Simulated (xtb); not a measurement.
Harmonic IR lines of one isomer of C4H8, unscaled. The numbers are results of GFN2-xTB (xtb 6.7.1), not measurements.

```
wavenumber (cm⁻¹)  relative intensity
-----------------  ------------------
428                               3.2
868                               5.7
893                                46
1072                               14
1082                               10
1281                               33
1401                               14
1427                               14
1488                               21
1739                               44
2997                              100
3017                               97
3048                               95
3102                               33
3124                               91
```

### Question
Which structure gives these lines?
(A) `C=C(C)C`
(B) `C/C=C/C`
(C) `C/C=C\C`
(D) `CC1CC1`

### Answer
A, `C=C(C)C`
